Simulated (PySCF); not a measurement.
## Molecular orbitals of SiH⁻

UHF at R = 1.570 Å; Si def2-SVPD, H def2-SVPD; no relativity (PySCF 2.14). State: ³Σ⁻ (triplet), unpaired electrons π ↑↑. Only the outer orbitals are listed, counted within each symmetry.

| spin | orbital | occ. | ε (eV) | on Si (%) | main shells (%) |
| --- | --- | --- | --- | --- | --- |
| α | 4σ | 1 | -11.09 | 84 | 80 Si s, 17 H s |
| α | 5σ | 1 | -3.67 | 68 | 45 Si p, 30 H s, 17 Si s |
| α | 2π | 1 | -1.12 | 99 | 99 Si p |
| α | 2π | 1 | -1.12 | 99 | 99 Si p |
| α | 6σ | 0 | 7.10 | 100 | 100 Si s |
| α | 7σ | 0 | 9.60 | 87 | 104 Si d, 35 H p |
| α | 1δ | 0 | 10.34 | 100 | 100 Si d |
| β | 4σ | 1 | -8.30 | 53 | 47 H s, 47 Si s |
| β | 5σ | 1 | -2.43 | 81 | 47 Si p, 33 Si s, 14 H s |
| β | 6σ | 0 | 7.43 | 101 | 101 Si s |
| β | 2π | 0 | 8.69 | 86 | 85 Si p, 14 H p |
| β | 2π | 0 | 8.69 | 86 | 85 Si p, 14 H p |

Question: Which are the highest filled and the lowest empty level, where do they sit, and how wide is the gap?

Answer: Highest filled α 2π at -1.12 eV (in %: 99 Si p); lowest empty α 6σ at 7.10 eV (in %: 100 Si s); the gap at UHF is 8.22 eV. An empty level above zero is unbound, and its energy depends on the basis.

```json
{"bond order (Mayer)": "1.10", "⟨S²⟩": "2.041", "charge on Si (Mulliken, basis-dependent)": "-0.83", "charge on Si (Löwdin, basis-dependent)": "-0.50", "dipole moment (positive dipole points towards H; it is taken about the centre of mass and depends on that origin)": "-0.08 D", "polarisability along the bond": "57.9 bohr³", "polarisability across the bond": "56.0 bohr³"}
```

Shares are Mulliken populations and can fall outside 0 to 100 %.

The state is the lowest determinant that a PBE0 search found; another state may lie lower at other levels.
